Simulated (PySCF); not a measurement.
## Deprotonation sites of N-methylmethanimine

System: N-methylmethanimine, `C=NC` (C2H5N). Non-hydrogen atoms are numbered in `[CH2:1]=[N:2][CH3:3]`.

These are calculated values, ωB97X-D3(BJ)/ma-def2-TZVP in PySCF (grid level 2) at geometries from PBE0-D3(BJ)/ma-def2-SVP. Zero-point and thermal terms (298.15 K, 1 bar) come from unscaled PBE0-D3(BJ)/ma-def2-SVP harmonic frequencies, with soft modes damped to free rotors in the entropy.

```tsv
site	product	ΔH(acid) / kcal/mol	ΔG(acid) / kcal/mol	gas share	above best in DMF / kcal/mol	above best in benzonitrile / kcal/mol
C3 (methyl carbon)	C=N[CH2-]	391.5	384.3	> 99.9 %	0.00	0.00
C1 (imine carbon)	[CH-]=NC	403.6	396.0	< 0.1 %	5.85	5.98
```

ΔH and ΔG refer to AH → A⁻ + H⁺ in the gas phase. Shares are Boltzmann weights among the listed products; an error of 10 kJ/mol changes a ratio about 56-fold. Sites whose products fell apart, merged with another or lost in a GFN2-xTB screen aren't listed. Values in solvent are IEF-PCM free energies relative to the most favourable product.

Among these, C3 (methyl carbon) wins by 11.7 kcal/mol in gas-phase free energy over C1.

In DMF the product from C3 is solvated 56.8 kcal/mol more strongly than the parent (electrostatics only).

In benzonitrile the product from C3 is solvated 56.1 kcal/mol more strongly than the parent (electrostatics only).

Vertical detachment energies of the anions: `C=N[CH2-]` 0.56 eV, `[CH-]=NC` 1.10 eV.

Deprotonation enthalpy (ΔH), Gas-phase acidity (ΔG): the gap is larger than usual, and may come from another state, site, conformer or species, from the functional or basis, or from an outlying measurement.

Measured values (NIST Chemistry WebBook, evaluated or the median of agreeing entries): deprotonation enthalpy (ΔH) 1609 kJ/mol (computed 1638, difference 29); gas-phase acidity (ΔG) 1582 kJ/mol (computed 1608, difference 26). These are compared with the most favourable site that keeps the skeleton.

Caveats: one E/Z form of each vinyl-type anion was tried, and another may lie lower.

Hardware: 1 thread of Arm Neoverse V1, shared with other jobs. Command: `OMP_NUM_THREADS=1 python redox_run.py task.json out`. Structures, frequencies and single points: 2.5 min.
